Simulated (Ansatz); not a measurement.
A run on FO (`[O]F`) radical with other settings.

```yaml
crystal:
  periodic: [false, false, false]
  atoms:
    - {symbol: O, position_ang: [-0.000000, -0.000000, -0.017863]}
    - {symbol: F, position_ang: [0.000000, 0.000000, 1.472127]}
basis:
  gaussian: {orbitals: def2-SVPD}
magnetization: {spin_polarized: true, initial_magnetization: 1}
hamiltonian: {xc: {name: HF}, pseudopotentials: {relativity: scalar}}
correlation: {method: ccsd}
```

```sh
$ ansatz run in.yaml --threads 2 --pin off --events-out ev --progress --plain --max-ram 32768MiB --backend cpu
```

Shortened log:

```
Functional definition: HF
442 factors; integrals over basis functions are off by at most 1.9e-3 eV
mean field evaluation 1: about -4736.0559 eV, gradient 1.4e1 eV
mean field evaluation 2: about -4736.1058 eV, gradient 1.4e1 eV
mean field evaluation 4: about -4737.2411 eV, gradient 3.7e0 eV
mean field evaluation 8: about -4737.4219 eV, gradient 7.2e-1 eV
mean field evaluation 16: about -4737.7737 eV, gradient 1.2e-2 eV
mean field evaluation 32: about -4737.3697 eV, gradient 2.3e-1 eV
mean field evaluation 128: about -4734.8726 eV, gradient 6.7e-3 eV
mean field evaluation 160: about -4735.2576 eV, gradient 3.2e-2 eV
mean field -4737.77366208 eV, -174.1099707029 hartree, gradient 7.3e-6 eV, S^2 1.124088; 7 other end points of the search recorded, 0 dependent functions left out
determinant -4737.77366208 eV, -174.1099707029 hartree, with singles and doubles -4747.69568997 eV, -174.4745985029 hartree
determinant -4737.37182245 eV, -174.0952033689 hartree, with singles and doubles -4747.69257266 eV, -174.4744839437 hartree
determinant -4735.25764887 eV, -174.0175089229 hartree, with singles and doubles -4744.52337884 eV, -174.3580182188 hartree
determinant -4734.87257845 eV, -174.0033578462 hartree, with singles and doubles -4744.45965527 eV, -174.3556764208 hartree
determinant -4737.77366208 eV, -174.1099707029 hartree, with singles and doubles -4747.76573002 eV, -174.4771724272 hartree
determinant -4737.37182245 eV, -174.0952033689 hartree, with singles and doubles -4747.73998601 eV, -174.4762263521 hartree
mean field evaluation 256: about -4737.3718 eV, gradient 1.0e-5 eV
2 core orbitals not correlated: weight in the atoms' cores, before any rotation towards them, 1.000 or more for the frozen orbitals, at most 0.000 for the correlated occupied ones
reference -4737.37182245 eV, -174.0952033689 hartree; 7, 6 occupied and 37, 38 virtual orbitals, 442 factors
second order -9.28616981 eV of doubles, -0.00000000 eV of singles
cycle   1  -10.36816302 eV  change    5.4e-7 eV  update   3.2e-6
WARN: the results are in doubt because among natural orbitals full CI differs from the method by -0.091 eV
Total energy: -4747.73998547 eV, -174.4762263323 hartree
Relativity: scalar
In doubt: among natural orbitals full CI differs from the method by -0.091 eV
```

It took 7 s on 2 threads of an AMD EPYC 7R13 on a shared host, with 0.2 GiB of host memory at the peak.
